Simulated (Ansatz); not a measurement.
Base system: AlP in the zinc blende structure (space group F-43m, No. 216).

```xyz
2
Lattice="0.0000 2.7537 2.7537 2.7537 0.0000 2.7537 2.7537 2.7537 0.0000" Properties=species:S:1:pos:R:3 pbc="T T T"
P      1.3768     1.3768     1.3768
Al     0.0000     0.0000     0.0000
```

Level of theory: PBE (Ansatz, a first-principles code; PAW; 420 eV plane waves; no spin-orbit coupling), earlier PAW set.

One thing is altered: In takes the place of Al on all its sites, then cell and atoms are relaxed.

Measured band gap: AlP 2.54 eV (static lattice; corrected from measurement; as listed in Wei Chen et al., Physical Review Materials (2018)); InP 1.47 eV (static lattice; corrected from measurement; as listed in Wei Chen et al., Physical Review Materials (2018)).

Measured lattice parameter a: AlP 5.451 Å (static lattice; corrected from measurement; as listed in Daniel Mejia-Rodriguez, S. B. Trickey, Phys. Rev. B (2018)); InP 5.858 Å (static lattice; corrected from measurement; as listed in Daniel Mejia-Rodriguez, S. B. Trickey, Phys. Rev. B (2018)).

**Question.** How well does PBE reproduce the measured shift?

**Answer.** With PBE the band gap moves by -1.19 eV (1.63 → 0.44) against -1.07 eV measured; the lattice parameter a moves by +0.452 Å (5.507 → 5.959) against +0.407 Å measured.

Semilocal Kohn–Sham gaps tend to fall short of experiment. Whether these cells are dynamically stable was not tested.
